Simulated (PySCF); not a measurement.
hydrogen peroxide (H₂O₂), SMILES OO. Atoms are numbered in the order given.

```xyz
4

O      0.1403    -0.7170     0.0000
O     -0.1403     0.7170     0.0000
H     -0.7681    -1.0474     0.0000
H      0.7681     1.0474     0.0000
```
Charge 0, spin multiplicity 1.

The structure is a stationary point at B3LYP-D3(BJ)/def2-TZVP. The geometry has at least one imaginary mode, so it is a saddle point at that level.

Method: PBE0/pcJ-1 run with PySCF.

Isotropic couplings with Fermi-contact, spin-dipole and both spin-orbit terms, one fixed conformer, no vibrational averaging. Isotopes: 1H.

Task: Estimate the spin–spin coupling constants. (An estimate is asked for; the answer gives what the named calculation found.)

Result: 
```json
[
 {"pair": "H3–H4", "bonds apart": "3", "J (Hz)": "8.3"}
]
```
